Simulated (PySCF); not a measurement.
Telling isomers of C5H7N apart by NMR

No solvent, equivalent nuclei averaged, a single conformation, non-relativistic Hamiltonian. J: B3LYP/pcJ-1 (spin–dipole term left out of most H,H and C,H couplings); shielding tensors at PBE0/pcSseg-1 (GIAO); structure optimised with GFN2-xTB; PySCF 2.14.0 with density-fitted response routines.

Shifts are taken against calculated references (same method and geometry level): $^{1}$H (σ = 31.72 ppm), $^{13}$C (σ = 186.93 ppm) against TMS. Multiplet labels drop J under 1 Hz and among equivalent protons, and merge close values. Unscaled 3J(H,H) run several per cent high. Shifts are as computed. Against solution values, carbons near 30 ppm lie about +3 ppm off and those near 130 ppm about +5 ppm. Of 1211 compounds with measured shifts, 218 miss one by over three times the rms of a fit or turn the order of signals round; such compounds aren't used in these exercises.

(1) Tabulate the signals of `C=N[C@H]1CC1=C`, `C=CC(=C)N=C`, `C=C(C#N)CC` and their relative energies.

(2) What is the quickest way to tell C=N[C@H]1CC1=C from C=CC(=C)N=C?

(3) What is the quickest way to tell C=CC(=C)N=C from C=C(C#N)CC?

(4) What is the quickest way to tell C=N[C@H]1CC1=C from C=C(C#N)CC?

Answers

(1) 
```json
{"SMILES": "C=N[C@H]1CC1=C", "carbon types": "1×C 1×CH 3×CH2", "δC": "152.3, 145.1, 112.2, 48.5, 18.3", "δH": "7.90 (d, 1H), 7.16 (dd, 1H), 5.98 (m, 1H), 5.94 (qd, 1H), 3.18 (m, 1H), 1.82 (m, 1H), 1.77 (m, 1H)", "E rel. (kcal/mol)": "40.2"}
{"SMILES": "C=CC(=C)N=C", "carbon types": "1×C 1×CH 3×CH2", "δC": "164.5, 152.5, 142.0, 124.6, 101.9", "δH": "7.75 (d, 1H), 7.20 (d, 1H), 6.53 (dd, 1H), 5.97 (d, 1H), 5.57 (dt, 1H), 4.48 (d, 1H), 4.33 (d, 1H)", "E rel. (kcal/mol)": "23.4"}
{"SMILES": "C=C(C#N)CC", "carbon types": "2×C 2×CH2 1×CH3", "δC": "137.6, 133.8, 123.4, 35.2, 16.8", "δH": "6.11 (s, 1H), 6.06 (t, 1H), 2.29 (qd, 2H), 1.27 (t, 3H)", "E rel. (kcal/mol)": "0.0"}
```

Energies are electronic energies at PBE0/pcSseg-1 on these geometries, without zero-point or thermal terms, each for the one conformer computed, which needn't be the lowest.

(2) Both give the same number of carbon signals, with the same numbers of each carbon type, so the positions decide. The first has a three-membered-ring carbon (CH) at 48.5 ppm, the second an alkene CH at 142.0 ppm. Their most deshielded carbons lie at 152.3 and 164.5 ppm.

(3) Both give the same number of carbon signals, but DEPT or the intensities differ. The first has an alkene CH at 142.0 ppm, the second an allylic sp3 CH2 at 35.2 ppm. Their most deshielded carbons lie at 164.5 and 137.6 ppm. In the proton spectra the most deshielded non-exchanging signals are 7.75 (d, J = 17.9 Hz, 1H) and 6.11 (s, 1H).

(4) Both give the same number of carbon signals, but DEPT or the intensities differ. The first has a three-membered-ring carbon (CH) at 48.5 ppm, the second a methyl carbon (CH3) at 16.8 ppm. Their most deshielded carbons lie at 152.3 and 137.6 ppm. In the proton spectra the most deshielded non-exchanging signals are 7.90 (d, J = 17.2 Hz, 1H) and 6.11 (s, 1H).
